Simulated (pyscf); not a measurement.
Single points on ωB97X-D3(BJ)/def2-SVP structures (PySCF, gas phase). MP2 and CC: frozen core, UHF for open shells. ΔMP2 is the change of the MP2 total energy from the triple- to the quadruple-zeta basis.

Q: Estimate the classical barrier height and the reaction energy of `[NH3]` + `[NH2][SiH]` [singlet] → `[NH2][SiH2][NH2]` at CCSD(T)/def2-TZVPP + ΔMP2(QZVPP). The step runs on the singlet surface, breaks H–N and forms N–Si, H–Si; take the separated reactants as zero.

A: ΔE‡ = 1.08 eV, ΔE = -2.21 eV. Zero-point energy shifts the barrier by -0.05 eV. It is an insertion, with an imaginary mode of 1608i cm⁻¹. On the reactant side the descent ends in an adduct with a N–Si contact, 0.65 eV under the separated species and 1.63 eV under the saddle at ωB97X-D3(BJ)/def2-TZVP. What is counted as formed (N–Si) is already present as a longer contact in the reactant adduct; forming that adduct is a step of its own. At ωB97X-D3(BJ) the barrier from the zero used here is 0.98 eV. The same reactants have a lower exit, to H₂N–Si:–NH₂ [singlet] + H₂ (barrier +0.81 eV at ωB97M-D3(BJ), against +1.08 eV here). This is the saddle that the search found; another between the same sides may lie lower. The CCSD(T) − MP2 part came from Ansatz, without density fitting, on the same reference.
